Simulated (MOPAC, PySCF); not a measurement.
H2O, SMILES `O`, neutral singlet in the gas phase. 

Z-matrix (Å, degrees):
```
O
H 1 0.9747
H 1 0.9747 2 102.06
```
Charge 0, multiplicity 1.

All levels are single points at this geometry (PBE-D3(BJ)/def2-SVP); Pople sets use spherical d functions. Orbital energies aren't observables, and empty levels follow the basis.

HF/STO-3G in PySCF gives gap (eV) = 26.80.

Question: Estimate the gap (eV) from each of these levels: PBE-D3(BJ)/def2-TZVP in PySCF; B3LYP/6-311+G** in PySCF; B3LYP/6-31G* in PySCF; SVWN5/6-31G* in PySCF; PM7 in MOPAC.

Answer: 
| level | gap (eV) |
|---|---|
| PBE-D3(BJ)/def2-TZVP in PySCF | 6.83 |
| B3LYP/6-311+G** in PySCF | 9.21 |
| B3LYP/6-31G* in PySCF | 9.62 |
| SVWN5/6-31G* in PySCF | 7.31 |
| PM7 in MOPAC | 15.94 |
